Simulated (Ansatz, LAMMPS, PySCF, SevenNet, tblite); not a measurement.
# Bulk modulus B0 of rock-salt NaCl: levels of theory against measurement

Reference value: 27.6 GPa (measured, 0 K value with the zero-point phonon effect removed; as tabulated in Mejia-Rodriguez and Trickey (2018), arXiv:1807.09216).

```json
[
 {"level (code)": "ionic model tosi-fumi1964 (rigid ions, LAMMPS)", "value (GPa)": "27.4", "cell (Å³/atom)": "22.17"},
 {"level (code)": "GFN1-xTB (tblite)", "value (GPa)": "21.1", "cell (Å³/atom)": "19.98"},
 {"level (code)": "SevenNet-l3i5", "value (GPa)": "24.7", "cell (Å³/atom)": "23.04"},
 {"level (code)": "LDA (Ansatz)", "value (GPa)": "(withheld)", "cell (Å³/atom)": "20.39"},
 {"level (code)": "PBE (Ansatz)", "value (GPa)": "(withheld)", "cell (Å³/atom)": "23.10"},
 {"level (code)": "PBEsol (Ansatz)", "value (GPa)": "25.8", "cell (Å³/atom)": "21.98"},
 {"level (code)": "r²SCAN (Ansatz)", "value (GPa)": "27.5", "cell (Å³/atom)": "22.04"},
 {"level (code)": "B3LYP (VWN-RPA form) (Ansatz)", "value (GPa)": "24.0", "cell (Å³/atom)": "23.12"},
 {"level (code)": "HSE06 (Ansatz)", "value (GPa)": "(withheld)", "cell (Å³/atom)": "22.58"},
 {"level (code)": "Hartree–Fock (Ansatz)", "value (GPa)": "(withheld)", "cell (Å³/atom)": "24.08"},
 {"level (code)": "MP2 (PySCF)", "value (GPa)": "25.9 ± 0.9", "cell (Å³/atom)": "22.20"},
 {"level (code)": "CCSD(T) (PySCF)", "value (GPa)": "26.6 ± 1", "cell (Å³/atom)": "22.05"}
]
```

**Question.** Complete the blanks.

**Answer.** 
- LDA (Ansatz, a quantum-chemistry and plane-wave program), value (GPa): 32.1
- PBE (Ansatz), value (GPa): 23.6
- HSE06 (Ansatz), value (GPa): 25.0
- Hartree–Fock (Ansatz), value (GPa): 22.3

Errors against the reference: ionic model tosi-fumi1964 -0.7 %, GFN1-xTB -24 %, SevenNet-l3i5 -10.5 %, LDA +16.3 %, PBE -14.5 %, PBEsol -6.5 %, r²SCAN -0.4 %, B3LYP (VWN-RPA form) -13.0 %, HSE06 -9.4 %, Hartree–Fock -19.2 %, MP2 -6.2 %, CCSD(T) -3.6 %.

Once the reference is moved by up to 1.7 % (a margin picked here for doubts on the reference and the settings) and values within 1.7 % count as equal, the nearest can be r²SCAN (-0.4 %), ionic model tosi-fumi1964 (-0.7 %) or CCSD(T) (-3.6 %). Among them GFN1-xTB (-24 %) misses by most.

A ± on a computed value is a rough bar: the spread of its extrapolation, a floor set from checks against published values, or a statistical error. GFN1-xTB: the method was fitted mainly to molecules. GFN1-xTB: the run uses a supercell at the zone centre in place of a k mesh. Each level is taken at its own relaxed cell. Cutoffs and k meshes differ between the levels. Ansatz's density-functional and Hartree–Fock values are scalar-relativistic unless marked +SOC, with PAW data made under PBE.

Empirical potentials (ionic model tosi-fumi1964) are fitted to chosen data: where that held the value shown, agreement is built in, and what lay outside the fit can be far off. Machine-learned potentials (SevenNet-l3i5) are trained on DFT data: a solid inside that data is no test of them.

Differences are worked out from the printed values.
